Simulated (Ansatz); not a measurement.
MgO2⁻ was relaxed with r2SCAN-D4 (def2-TZVPD) in Ansatz in these states: charge -1 doublet, charge -1 quartet. The geometries follow in no particular order.

A:

```csv
atom,x (Å),y (Å),z (Å)
Mg1,0.001,-0.003,-0.001
O2,1.681,0.716,-0.185
O3,-1.682,-0.713,0.185
```

B:

```csv
atom,x (Å),y (Å),z (Å)
Mg1,0.5029,-0.0142,-0.4612
O2,-0.0657,1.6355,0.3623
O3,-0.4372,-1.6213,0.0989
```

Task: Judge from the bond lengths which geometry belongs to which state (an estimate).

Result: A is the charge -1 doublet (Mg1–O3 1.836 Å, Mg1–O2 1.836 Å); B is the charge -1 quartet (Mg1–O3 1.944 Å, Mg1–O2 1.929 Å).

At r2SCAN-D4/def2-TZVPD the highest occupied level of the charge -1 doublet lies above zero (up to 0.21 eV). By energy differences its removal costs 2.29 eV (vertical, to the charge 0 triplet, at r2SCAN-D4/def2-TZVPD); a positive level beside a positive removal energy at the same level points to self-interaction error. At r2SCAN-D4/def2-TZVPD the highest occupied level of the charge -1 quartet lies above zero (up to 0.84 eV). It is a level of α spin, whose loss leaves a triplet; that state wasn't run at this geometry and level. The electron is either unbound and held by the finite basis, or the level is raised by self-interaction error. At PBE0-D4/def2-TZVPD a doublet lies 1.05 eV below the charge -1 quartet. These are the stationary points nearest to one start from a short search; other shapes may lie lower in each state.
